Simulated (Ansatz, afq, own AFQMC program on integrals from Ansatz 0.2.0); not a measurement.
AlGeH2⁻, triplet: AFQMC among the cluster methods

```xyz
4

Ge   -0.0108    0.0000    0.6644
Al   -0.0327    0.0000   -1.7631
H     0.8273   -1.0534   -0.3408
H     0.8273    1.0534   -0.3408
```

Connectivity, by distances: Ge–Al, 2 bridging H.

Basis aug-cc-pVDZ. Noble-gas cores (and the filled d shells of Ga–Kr and In–Xe) are frozen. AFQMC by an in-house program on the Cholesky factors that Ansatz 0.2.0 writes for its CCSD(T) run. The CISD trial takes its coefficients from CCSD amplitudes. Released means that phaseless walkers are propagated on without the constraint, phases kept. Error bars are statistical, one sigma. No spin–orbit coupling.

Determinant: UHF, the one that the program's search chose, which needn't be the lowest solution. The geometry is a PBE0/def2-TZVP stationary point of this or a neighbouring charge and spin state.

No full CI on the walks' own integrals is used here; CCSDT(Q) serves as the reference and is uncertain by about the last step of the cluster series.

Cautions: no relativity below Rb; no spin-orbit coupling; inner d shell frozen; another spin lies lower (by 1.59 eV); at this level and basis the anion state lies above a neutral one; the determinant is a saddle point among determinants of its kind; strong correlation (T1 0.061, weight of the determinant 0.79, largest double 0.04); unrestricted determinant spin contaminated (⟨S²⟩ 2.10 against 2.00); the released energies are still falling, so no released level is given (meV from the phaseless value at times in 1/Eh: 0 ± 4 at 0.24, -7 ± 4 at 0.51, -11 ± 4 at 0.99, -15 ± 4 at 1.62, -21 ± 4 at 2.40); the ph-AFQMC/HF walk drifts between its halves (2.1 errors).

* T1 diagnostic: 0.0612
* weight of the determinant in the CISD state: 0.791
* ⟨S²⟩ of the determinant: 2.104
* size of the correlated space: 10 electrons in 62 orbitals

```tsv
level	correlation energy (eV)
MP2	-4.2463
CCSD	-5.2423
CCSD(T)	-5.5076
```

**Question.** Estimate where phaseless AFQMC with a CISD trial lies against CCSD(T) on the same integrals.

**Answer.** 3.0 ± 0.4 kJ/mol below CCSD(T).

Reference: CCSDT(Q), correlation energy -5.577 eV.

```
        level  E − E(reference) (kJ/mol)  share of correlation (%)
      CCSD(T)                        6.7                     98.75
        CCSDT                        2.0                     99.62
  ph-AFQMC/HF                  5.6 ± 2.4                     98.95
ph-AFQMC/CISD                  3.7 ± 0.4                     99.32
```

A walk keeps the symmetry of its determinant, which the program's search chose and which needn't be the lowest solution, so a lower state of the same spin and another symmetry isn't excluded.
